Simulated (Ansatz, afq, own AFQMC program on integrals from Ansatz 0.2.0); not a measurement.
## CH$_{4}$FSi, doublet in def2-SVP, levels against CCSDT(Q)

```yaml
atoms:
  - { symbol: C, position_ang: [-0.7284, -1.0416, -0.1392] }
  - { symbol: Si, position_ang: [0.6261, 0.1586, 0.3379] }
  - { symbol: F, position_ang: [2.0404, -0.3744, -0.2861] }
  - { symbol: H, position_ang: [-0.4778, -2.0542, 0.2193] }
  - { symbol: H, position_ang: [-1.6827, -0.7366, 0.3181] }
  - { symbol: H, position_ang: [-0.8653, -1.0850, -1.2299] }
  - { symbol: H, position_ang: [0.7971, 0.2237, 1.8276] }
```

Basis def2-SVP. Only valence electrons are correlated. Integrals, coupled cluster, full CI and functionals: Ansatz 0.2.0; the random walks run on the same integrals in our own AFQMC program. The CISD trial takes its coefficients from CCSD amplitudes. Released means that phaseless walkers are propagated on without the constraint, phases kept. Error bars are statistical, one sigma.

Determinant: UHF, the one that the program's search chose, which needn't be the lowest solution. The geometry is a PBE0/def2-SVP stationary point of this or a neighbouring charge and spin state.

No full CI on the walks' own integrals is used here; CCSDT(Q) serves as the reference and is uncertain by about the last step of the cluster series.

- T1 diagnostic: 0.0124
- weight of the determinant in the CISD state: 0.864
- ⟨S²⟩ of the determinant: 0.752
- size of the correlated space: 19 electrons in 59 orbitals

Reference: CCSDT(Q), correlation energy -12.386 eV. The released energy is read at 0.99 1/Eh, later times being too noisy (meV from the phaseless value at times in 1/Eh: 2 ± 5 at 0.24, -2 ± 6 at 0.51, -4 ± 6 at 0.99, -1 ± 10 at 1.50).

```
         level  E − E(reference) (kcal/mol)  share of correlation (%)
            HF                       285.62                      0.00
           MP2                        26.72                     90.64
          CCSD                         6.86                     97.60
       CCSD(T)                         1.04                     99.64
         CCSDT                         0.47                     99.84
 ph-AFQMC/CISD                  0.03 ± 0.10                     99.99
released AFQMC                 -0.07 ± 0.15                    100.03
```

Released energies are given only where the last usable release times agree within the noise; a slower fall can still hide under it.
